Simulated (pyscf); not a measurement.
# Concerted two-bond exchange: `[InH3]` + `[OH][SiH3]` → `[OH][InH2]` + `[SiH4]`

Gas phase, singlet surface, charge 0. Bonds broken: In1–H2, O5–Si6. Bonds formed: In1–O5, H2–Si6. Optimised with ωB97X-D3(BJ)/def2-SVP in PySCF. MP2 and CC: frozen core, UHF for open shells. ΔMP2 is the change of the MP2 total energy from the triple- to the quadruple-zeta basis.

Transition state (Å):

```xyz
10

In    -2.5399    -2.0820    -0.8134
H     -2.5728    -0.3779     0.1568
H     -1.1090    -2.8847    -0.3372
H     -4.1444    -2.4276    -1.2458
O     -1.6997    -0.6259    -2.3382
Si    -2.1519     0.6750    -1.1526
H     -0.7369    -0.7366    -2.3628
H     -3.5833     0.4780    -1.6275
H     -2.2084     2.1940    -1.1688
H     -0.7293     0.6026    -0.5894
```

One imaginary mode, 534i cm⁻¹; descent along it reached the two sides named, in the forms told below.

```tsv
bond	change	reactant side (Å)	saddle	product side
In1–H2	breaks	1.742	1.961	2.319
O5–Si6	breaks	1.705	1.817	2.8
In1–O5	forms	2.377	2.270	2.029
H2–Si6	forms	3.2	1.732	1.512
```

Electronic energies relative to the separated reactants (kcal/mol):

```
level                             barrier  reaction energy  reverse barrier
--------------------------------  -------  ---------------  ---------------
ωB97X-D3(BJ)/def2-TZVP               19.3             +9.5              9.8
PBE/def2-TZVP                        21.0             +7.1             13.9
r²SCAN/def2-TZVP                     20.8             +9.0             11.8
B3LYP-D3(BJ)/def2-TZVP               24.8             +9.3             15.5
PBE0-D3(BJ)/def2-TZVP                21.3             +9.7             11.6
M06-2X/def2-TZVP                     21.8             +9.2             12.5
ωB97M-D3(BJ)/def2-TZVP               25.1            +10.9             14.2
HF/def2-TZVP                         41.1            +13.8             27.3
MP2/def2-QZVPP                       22.6             +8.5             14.1
CCSD/def2-TZVPP                      26.7            +10.3             16.3
CCSD(T)/def2-TZVPP                   24.3             +9.4             14.9
CCSD(T)/def2-TZVPP + ΔMP2(QZVPP)     23.0             +8.6             14.4
```

With CCSD(T)/def2-TZVPP + ΔMP2(QZVPP) energies and thermal terms (ideal gas, 1 atm, RRHO with modes under 100 cm⁻¹ raised to 100, one conformer, R ln 2 for chiral ones without a mode under 150 cm⁻¹), in kcal/mol:

```json
[
 {"T (K)": "298", "ΔH‡": "24.4", "ΔG‡": "35.6", "ΔH": "+9.1", "ΔG": "+9.5"},
 {"T (K)": "600", "ΔH‡": "24.3", "ΔG‡": "47.0", "ΔH": "+9.1", "ΔG": "+9.9"},
 {"T (K)": "900", "ΔH‡": "24.7", "ΔG‡": "58.2", "ΔH": "+9.1", "ΔG": "+10.3"},
 {"T (K)": "1200", "ΔH‡": "25.2", "ΔG‡": "69.3", "ΔH": "+9.0", "ΔG": "+10.7"}
]
```

On the reactant side the descent ends in an adduct with a In–O contact, 13.9 kcal/mol under the separated species and 33.2 kcal/mol under the saddle at ωB97X-D3(BJ)/def2-TZVP. On the product side the descent ends in a complex (not fully relaxed), 6.4 kcal/mol under the separated species and 16.3 kcal/mol under the saddle at ωB97X-D3(BJ)/def2-TZVP. What is counted as formed (In–O) is already present as a longer contact in the reactant adduct; forming that adduct is a step of its own. At the saddle there is also a short In–Si contact that neither side keeps. This saddle turned up in a search for another step; its sides and bond changes are read from the two ends of the descent. The same reactants have a lower exit, to H₃Si–O–InH₂ + H₂ (barrier +10.2 kcal/mol at ωB97M-D3(BJ)/def2-TZVP, against +25.1 kcal/mol here). This is the saddle that the search found; another between the same sides may lie lower. The CCSD(T) − MP2 part came from Ansatz, without density fitting, on the same reference. The frozen core leaves the outer d or s,p core shells of the metals and heavy elements correlated in the MP2 and CC values, and def2-TZVPP describes them poorly, which can shift differences by a few kcal/mol. Elements past Kr carry the def2 core potentials, without spin-orbit coupling.
